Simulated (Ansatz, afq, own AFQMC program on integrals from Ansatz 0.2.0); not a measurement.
**PtN2, triplet → PtN2, quintet**

| atom | x (Å) | y (Å) | z (Å) |
| --- | --- | --- | --- |
| Pt | 0.0000 | 0.0180 | 1.7500 |
| N | 0.0000 | -0.1211 | -0.3381 |
| N | 0.0000 | 0.1031 | -1.4119 |

Connectivity, by distances: Pt–N–N.

E(quintet, charge +0) − E(triplet, charge +0) at this geometry, on UHF and UHF determinants.

Basis def2-SVP with its core potentials. Only valence electrons are correlated. AFQMC by an in-house program on the Cholesky factors that Ansatz 0.2.0 writes for its CCSD(T) run. The CISD trial takes its coefficients from CCSD amplitudes. Released means that phaseless walkers are propagated on without the constraint, phases kept. Error bars are statistical, one sigma. No spin–orbit coupling. The metal's outer-core s and p shells are frozen, which shifts wave-function levels against functionals. The errors of all members are added in quadrature.

No full CI on the walks' own integrals is used here; CCSDT(Q) serves as the reference and is uncertain by about the last step of the cluster series. Each member takes its own surest rung, up to full CI.

Errors are counted within def2-SVP, not against nature.

Cautions: no spin-orbit coupling; outer-core shells of the metal frozen; PtN₂ (triplet): another spin lies lower, the released energies get too noisy after the second time (errors over twice the walk's own, or jumping), so no released level is given (meV from the phaseless value at times in 1/Eh: -3 ± 6 at 0.24, -10 ± 7 at 0.60, -42 ± 20 at 1.20, -44 ± 13 at 1.80, -27 ± 27 at 2.60), its ph-AFQMC/CISD value lies 30 ± 6 meV above CCSDT(Q); PtN₂ (quintet): another spin lies lower, the released energies are still falling, so no released level is given (meV from the phaseless value at times in 1/Eh: -16 ± 11 at 0.24, -26 ± 10 at 0.60, -59 ± 12 at 1.20, -68 ± 18 at 1.80, -99 ± 21 at 2.60), though the last usable value meets CCSDT(Q) within the noise, its ph-AFQMC/CISD value lies 46 ± 9 meV above CCSDT(Q).

| level | vertical spin gap (kcal/mol) |
| --- | --- |
| CCSD | 98.2 |
| HF | 74.8 |

From these cheaper values, estimate the vertical spin gap at the reference level in def2-SVP.

99.5 kcal/mol (CCSDT(Q) in def2-SVP).

```tsv
level	vertical spin gap (kcal/mol)	error against CCSDT(Q) (kcal/mol)
MP2	104.7	5.2
CCSD(T)	99.8	0.3
CCSDT	99.5	0.0
ph-AFQMC/CISD	99.9 ± 0.3	0.4 ± 0.3
```

Correlation beyond CCSD(T) takes off 0.3 kcal/mol. The perturbative (T) step is worth +1.6 kcal/mol.

A walk keeps the symmetry of its determinant, which the program's search chose and which needn't be the lowest solution, so a lower state of the same spin and another symmetry isn't excluded.
